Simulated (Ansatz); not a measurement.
Input file for Ansatz (an electronic-structure program): R-wB97X-V/def2-TZVPPD on HOCH3Fcomp2, charge -1. Charge -1. Files ending in .json are basis or fitting sets from the Basis Set Exchange.

Ansatz 0.2 input:
```yaml
crystal:
  periodic: [false, false, false]
  atoms:
    - {symbol: F, position_ang: [0.00037100, -2.46834000, 0.02139000]}
    - {symbol: C, position_ang: [-0.27664200, -1.07441800, -0.00269000]}
    - {symbol: H, position_ang: [0.64929000, -0.51650000, -0.00901600]}
    - {symbol: H, position_ang: [-0.84198900, -0.84711900, -0.89707500]}
    - {symbol: H, position_ang: [-0.85102800, -0.82658900, 0.88141700]}
    - {symbol: O, position_ang: [-0.30171300, 1.58252400, -0.20654400]}
    - {symbol: H, position_ang: [-0.60511200, 2.49243400, -0.16430500]}
basis:
  gaussian:
    orbitals: def2-TZVPPD.json
hamiltonian:
  xc: {name: wB97X-V}
total_charge: -1
scf: {lower_state_search: off}
```

The log:

```
WARN ansatz: RAYON_NUM_THREADS=2 ignored (pool sized by the plan → 2); use --threads N
Functional definition: wB97X-V
these checks for a lower state are left out or cut short: stability, starts, cluster_reference, orbital_swaps, neighbouring_geometries, increment
integrals: 0.09 GiB planned
791 factors; their error is unknown
integrals: 0.12 GiB planned
255 factors; integrals over basis functions are off by at most 2.9e-5 eV
mean field: 0.88 GiB planned
mean field evaluation 1: about -5862.7366 eV, gradient 4.2e1 eV
mean field evaluation 2: about -5859.4054 eV, gradient 6.4e1 eV
mean field evaluation 4: about -5866.2336 eV, gradient 3.3e0 eV
mean field evaluation 8: about -5866.2538 eV, gradient 4.5e-2 eV
mean field evaluation 16: about -5866.2500 eV, gradient 3.0e-5 eV
mean field -5866.25004446 eV, -215.5807128467 hartree, gradient 4.1e-6 eV, S^2 0.000000; 0 other end points of the search recorded, 0 dependent functions left out
reference -5866.25004190 eV, -215.5807127526 hartree; 14, 14 occupied and 171, 171 virtual orbitals, 791 factors
Total energy: -5866.25004190 eV, -215.5807127526 hartree
Checks for a lower state left out: stability, starts, cluster_reference, orbital_swaps, neighbouring_geometries, increment
```

The run converged.

Cost: roughly 4 core-seconds.
